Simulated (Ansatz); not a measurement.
# F2H2Si: the cost of one run

Program: Ansatz 0.2.0. Level of theory: RKS B3LYP-D4/def2-SVP. These are calculated values, not measurements.

### Step 1. The system as given

Bond lengths: Si1–F2 1.790 Å, Si1–H3 1.660 Å, Si1–F4 1.589 Å, Si1–H5 1.459 Å. Angles: F2–Si1–H3 43.3°, F2–Si1–F4 122.7°, F2–Si1–H5 122.7°, H3–Si1–F4 122.2°, H3–Si1–H5 122.2°, F4–Si1–H5 109.5°.

As a file:

```xyz
5

Si    0.0000    0.0000    0.0000
F     0.9996    0.0000    1.4848
H     1.6189    0.0000    0.3673
F    -0.7489    1.2974   -0.5295
H    -0.6877   -1.1914   -0.4862
```

### Step 2. A restrained relaxation towards end A

Springs on the bonds that form and break draw the guess towards this end; the thresholds are loose.

input.yaml

```yaml
crystal:
  periodic: [false, false, false]
  atoms:
    - { symbol: Si, position_ang: [0.0, 0.0, 0.0] }
    - { symbol: F, position_ang: [0.9996, 0.0, 1.4848] }
    - { symbol: H, position_ang: [1.6189, 0.0, 0.3673] }
    - { symbol: F, position_ang: [-0.7489, 1.2974, -0.5295] }
    - { symbol: H, position_ang: [-0.6877, -1.1914, -0.4862] }
basis:
  gaussian: { orbitals: def2-SVP }
hamiltonian:
  xc: b3lyp
  dispersion: d4
relax:
  f_tol: 0.15
  max_steps: 25
  restrain:
    - { distance: [1, 2], at: 2.12, k: 30.0 }
    - { distance: [0, 1], at: 1.59, k: 30.0 }
    - { distance: [0, 2], at: 1.46, k: 30.0 }
```

The run is started by

```console
$ ansatz run input.yaml --threads 1 --pin off --max-ram 2048MiB --backend cpu --events-out ev --progress --plain --runs-dir out
```

**Question.** How long does this run take on 1 thread of Arm Neoverse V2, shared host, and how much memory does it need?

About 7.3 s, with a peak of 0.1 GiB.
